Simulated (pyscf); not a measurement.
H₃C–Al(OH)–O–Al(OH)–OH + H• → CH₄ + [HO–Al–O–Al(OH)–OH]•, a substitution at C (doublet surface; Al–C broken, C–H formed). PySCF, gas phase, ωB97X-D3(BJ)/def2-SVP geometries. Energies in kcal/mol from the separated reactants.

GFN2-xTB: tblite. Open shells are spin-unrestricted. 

Problem. In single points GFN2-xTB puts the saddle at 20.1 kcal/mol and the reaction energy at -26.5 kcal/mol. Should these be trusted to within a few kcal/mol? Compare with ωB97M-D3(BJ)/def2-TZVP.

Solution. ωB97M-D3(BJ)/def2-TZVP gives ΔE‡ = 23.8 kcal/mol and ΔE = -21.8 kcal/mol. GFN2-xTB lies 3.7 kcal/mol under it in the barrier and 4.6 kcal/mol under it in the reaction energy, so on this step it does not hold to within 3.0 kcal/mol. ωB97M-D3(BJ)/def2-TZVP has limits of its own. Abstraction by the radical was not located in this set and often lies lower. This is the saddle that the search found; another between the same sides may lie lower. The angle at the attacked C is 167°.
